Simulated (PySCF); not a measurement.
# Working out the electron affinity of F

F⁻ [Ne] (1S) → F [He] 2s2 2p5 (2P). Computed with PySCF 2.14 in def2-TZVPPD (6s4p3d1f, 40 functions), with no relativity, point nucleus. Frozen: 1s2. Energies in hartree (1 hartree = 27.21139 eV):

```json
{"part": "UHF", "F⁻ (lower)": "-99.455825", "F (upper)": "-99.412118"}
{"part": "CCSD correlation", "F⁻ (lower)": "-0.281544", "F (upper)": "-0.211323"}
{"part": "(T)", "F⁻ (lower)": "-0.009508", "F (upper)": "-0.003773"}
```

Question: What does Hartree-Fock give?

Answer: (-99.412118) − (-99.455825) = 0.043707 hartree = 1.189 eV.

Question: What do CCSD and CCSD(T) give?

Answer: The CCSD correlation energies differ by 0.070221 hartree = 1.911 eV and the triples by 0.005735 hartree = 0.156 eV, so CCSD gives 3.100 eV and CCSD(T) 3.256 eV.

A first-order spin-orbit estimate adds -0.017 eV to CCSD(T) (valence), giving 3.239 eV against 3.401 eV (measured; photodetachment measurements, as compiled on the Wikipedia data page of electron affinities).

What remains against the reference includes basis incompleteness, the frozen core and higher excitations.
